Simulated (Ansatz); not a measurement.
A run of Ansatz (development build ahead of 0.2.0) on doublet CH4B at this shape:

```json
{"atom": "C", "x (Å)": "0.7133", "y (Å)": "0.0000", "z (Å)": "0.0000"}
{"atom": "B", "x (Å)": "-0.8130", "y (Å)": "0.0000", "z (Å)": "0.0000"}
{"atom": "H", "x (Å)": "1.3075", "y (Å)": "-0.9074", "z (Å)": "-0.0836"}
{"atom": "H", "x (Å)": "1.3075", "y (Å)": "0.9074", "z (Å)": "0.0836"}
{"atom": "H", "x (Å)": "-1.4150", "y (Å)": "1.0273", "z (Å)": "-0.0738"}
{"atom": "H", "x (Å)": "-1.4150", "y (Å)": "-1.0272", "z (Å)": "0.0739"}
```

Its results:

| Property | Result |
| --- | --- |
| Converged | yes |
| Total energy | -65.25709 hartree |
| Spin squared of the determinant | 0.755 |
| Stability test | minimum |

Q: Which input gives this output? Name the method, the orbitals and the basis set, and write the input.

A: r²SCAN (unrestricted) in pcseg-2.

```yaml
crystal:
  periodic: [false, false, false]
  atoms:
    - { symbol: C, position_ang: [0.7133, 0.0, 0.0] }
    - { symbol: B, position_ang: [-0.813, 0.0, 0.0] }
    - { symbol: H, position_ang: [1.3075, -0.9074, -0.0836] }
    - { symbol: H, position_ang: [1.3075, 0.9074, 0.0836] }
    - { symbol: H, position_ang: [-1.415, 1.0273, -0.0738] }
    - { symbol: H, position_ang: [-1.415, -1.0272, 0.0739] }
basis:
  gaussian: { orbitals: pcseg-2 }
magnetization:
  spin_polarized: true
  initial_magnetization: 1
hamiltonian:
  xc: r2scan
```
